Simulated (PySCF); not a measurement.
Boron: a sound run and one with changed settings

Sound run: B [He] 2s2 2p1, B⁺ [He] 2s2. Computed with PySCF 2.14 in def2-SVP (3s2p1d, 14 functions), with no relativity, point nucleus. The sound run starts from symmetry-adapted Hartree-Fock orbitals and uses a fine grid where one is needed.

Changed run: radial step 0.3 in ln r (0.13 in the sound run). This setting is unsound on purpose.

```csv
species,method,sound run (hartree),changed run (hartree),converged
B,UHF,-24.50055,-24.50055,yes
B,M06-L,-24.62138,-24.62230,yes
B,LDA,-24.32443,-24.32443,yes
B⁺,UHF,-24.20194,-24.20194,yes
B⁺,M06-L,-24.30419,-24.30441,yes
B⁺,LDA,-24.00450,-24.00450,yes
```

Ionisation energy of B:

| method | sound run (eV) | changed run (eV) |
| --- | --- | --- |
| UHF | 8.126 | 8.126 |
| M06-L | 8.631 | 8.650 |
| LDA | 8.706 | 8.706 |

A coarse radial grid mis-integrates the density and the exchange-correlation energy, with errors of either sign; Hartree-Fock needs no grid.

For comparison, NIST gives 8.298 eV between the lowest levels.
